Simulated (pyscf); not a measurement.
`[OH][SiH]([F])[F]` + `[H][H]` → `[OH][SiH2][F]` + `[FH]`, a four-centre exchange (singlet surface; F–Si, H–H broken, H–Si, F–H formed). Structures and frequencies: ωB97X-D3(BJ)/def2-SVP in PySCF. Energies in kcal/mol from the separated reactants.

Small-basis levels: PySCF, no dispersion term, spherical d functions. AM1 to PM7: differences of heats of formation from MOPAC, which are fitted to 298 K values and so differ in kind from electronic energies by zero-point and thermal terms. Cost: rough CPU time at the saddle relative to B3LYP/6-31G*, from one job on a shared machine.

```tsv
level	barrier	reaction energy	cost
HF/STO-3G	92.6	+21.4	0.05
MP2/6-31G*	71.4	+45.5	0.1
SVWN5/6-31G*	44.3	+44.4	1.0
BP86/6-31G*	56.1	+42.7	1
B3LYP/STO-3G	58.8	+33.8	0.7
B3LYP/3-21G	58.7	+49.4	0.7
B3LYP/LANL2DZ	60.7	+23.3	0.7
B3LYP/6-31G*	62.9	+43.7	1
B3LYP/def2-SVP	55.1	+34.4	1
PM3	106.6	+53.8	under 0.02
PM6	65.0	+62.0	under 0.02
PM7	101.8	+65.0	under 0.02
ωB97M-D3(BJ)/def2-TZVP	60.1	+34.9	–
```

Against the last row the barrier runs from -15.8 (SVWN5/6-31G*) to +46.5 kcal/mol (PM3). ωB97M-D3(BJ)/def2-TZVP has limits of its own. The same reactants have a lower exit, to F–SiH₂–F + H₂O (barrier +54.7 kcal/mol at ωB97M-D3(BJ)/def2-TZVP, against +60.1 kcal/mol here). This is the saddle that the search found; another between the same sides may lie lower.
